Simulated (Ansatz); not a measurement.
Process, species as SMILES: C1=CC1 → 3 C atom + 4 H atom
B3LYP-D3(BJ)/def2-TZVP geometries, fixed; electronic energies without zero-point terms.

Basis-set convergence of the atomisation energy at PBE0 with Ansatz (an electronic-structure program). Cartesian d functions, on some or all atoms, in 6-31+G*; all else is spherical. The program fits the integrals of some runs and decomposes those of others, by size. Open shells are unrestricted. No added dispersion term, no relativity. Functions are those of the species that has most. Reference: the value in def2-QZVPPD, 688.87 kcal/mol, itself unsure by roughly 0.39 kcal/mol (its mean distance from pcseg-3, def2-QZVPP, cc-pVQZ).

| basis | functions | atomisation energy (kcal/mol) |
|---|---|---|
| 3-21G | 35 | 668.11 |
| 6-31G | 35 | 669.10 |
| def2-SV(P) | 50 | … |
| cc-pVDZ | 62 | … |
| 6-31+G* | 65 | 682.24 |
| 6-311G** | 78 | 685.78 |
| def2-SVPD | 92 | 697.14 |
| 6-311++G(2d,2p) | 121 | 686.28 |
| cc-pVTZ | 146 | … |
| pcseg-2 | 146 | … |
| def2-TZVPD | 147 | 688.11 |
| def2-TZVPPD | 179 | 688.87 |
| def2-QZVPP | 291 | 688.89 |

**Question.** Fill in the missing entries.

**Answer.** 
- def2-SV(P), atomisation energy (kcal/mol): 689.42
- cc-pVDZ, atomisation energy (kcal/mol): 679.21
- cc-pVTZ, atomisation energy (kcal/mol): 688.52
- pcseg-2, atomisation energy (kcal/mol): 689.23
